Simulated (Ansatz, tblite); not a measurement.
**The cluster MoS₂+: a ladder of methods and basis sets**

An exercise on one series of results from a longer session: the logs are not shown, and one member is left open.

Method: as each input shows; program: Ansatz 0.2.0, Gaussian basis.

Plan: GFN1-xTB, GFN2-xTB, PBE-D4/def2-TZVP, r2SCAN-D4/def2-TZVP, HF/def2-TZVP, revPBE-D4/def2-TZVP, HSE06-D4/def2-TZVP, CAM-B3LYP-D4/def2-TZVP, r2SCAN0-D4/def2-TZVP, PBE-D4/def2-SVP, PBE0-D4/def2-SVP, CCSD(T)/def2-TZVPP, MP2/def2-TZVP, RPA/def2-TZVP.

4 further runs of the same task are left out: 4 set aside as unsound or not needed. Runs told in other sessions of the task aren't counted.

## The geometry

The doublet was relaxed beforehand with PBE-D4/def2-TZVP. At that level it is the lowest of the isomers that a small search found.

3 atoms, charge 1, spin multiplicity 2.

Bond lengths: Mo1–S2 2.078 Å, Mo1–S3 2.078 Å. Angles: S2–Mo1–S3 104.8°.

Mo takes a core potential in the def2 sets. No spin-orbit coupling is included. The ion is computed in the gas phase, without counter-ions or solvent.

PBE0-D4/def2-TZVP was run before; its log isn't repeated, and its numbers join the tables.

Set-up of the first run:

Tight binding, by tblite at 300 K electronic temperature and without a spin-polarisation term:

```python
tblite.interface.Calculator('GFN1-xTB', numbers, positions, charge=1, uhf=1).singlepoint()
```

Tight binding, by tblite at 300 K electronic temperature and without a spin-polarisation term:

```python
tblite.interface.Calculator('GFN2-xTB', numbers, positions, charge=1, uhf=1).singlepoint()
```

start.molden holds the orbitals of an earlier run on this state, given as this run's starting guess.

The input, in.yaml:

```yaml
crystal:
  periodic: [false, false, false]
  atoms:
    - {symbol: Mo, position_ang: [-0.638783, -0.553252, -0.000676]}
    - {symbol: S, position_ang: [-0.751088, 1.512337, 0.195714]}
    - {symbol: S, position_ang: [1.389871, -0.959085, -0.195038]}
basis:
  gaussian: {orbitals: def2-TZVP, initial_orbitals: start.molden}
total_charge: 1
magnetization: {spin_polarized: true, initial_magnetization: 1}
hamiltonian: {xc: pbe, dispersion: d4}
scf: {omitted_lower_state_checks: [starts]}
output: {orbitals: {seedname: orbitals}}
```

On the command line:

```sh
$ ansatz run in.yaml --threads 4 --pin off --events-out ev --progress --plain --max-ram 3916MiB
```

Steps of the session up to this table: PBE-D4/def2-TZVP; r2SCAN-D4/def2-TZVP; HF/def2-TZVP; revPBE-D4/def2-TZVP; HSE06-D4/def2-TZVP; CAM-B3LYP-D4/def2-TZVP; r2SCAN0-D4/def2-TZVP; PBE-D4/def2-SVP; PBE0-D4/def2-SVP; CCSD(T)/def2-TZVPP; MP2/def2-TZVP; RPA/def2-TZVP.

One table of the session follows, with a row left open; its other results are not shown here.

It belongs to the step «Levels side by side». 

| level | HOMO (eV) | LUMO (eV) | gap (eV) |
| --- | --- | --- | --- |
| HF/def2-TZVP | -14.44 | -6.26 | 8.19 |
| PBE-D4/def2-SVP | -11.84 | -10.78 | 1.06 |
| PBE-D4/def2-TZVP | -11.71 | -10.65 | 1.05 |
| revPBE-D4/def2-TZVP | -11.67 | -10.58 | 1.09 |
| r2SCAN-D4/def2-TZVP | -12.07 | -10.65 | 1.42 |
| PBE0-D4/def2-SVP | -12.99 | -10.05 | 2.94 |
| PBE0-D4/def2-TZVP | ? | ? | ? |
| r2SCAN0-D4/def2-TZVP | -12.87 | -9.87 | 3.00 |
| HSE06-D4/def2-TZVP | -12.44 | -10.27 | 2.18 |
| CAM-B3LYP-D4/def2-TZVP | -13.94 | -8.77 | 5.16 |

Estimate the missing values for PBE0-D4/def2-TZVP.

As computed: HOMO (eV): -12.82; LUMO (eV): -9.89; gap (eV): 2.94. In the column «HOMO (eV)» it lies between r2SCAN0-D4/def2-TZVP (-12.87) and HSE06-D4/def2-TZVP (-12.44).

To keep in mind: Doubts: state flagged by the program, large T1 diagnostic, spin contamination. Notes on CCSD(T)/def2-TZVPP: large T1 diagnostic, spin contamination, state flagged by the program.
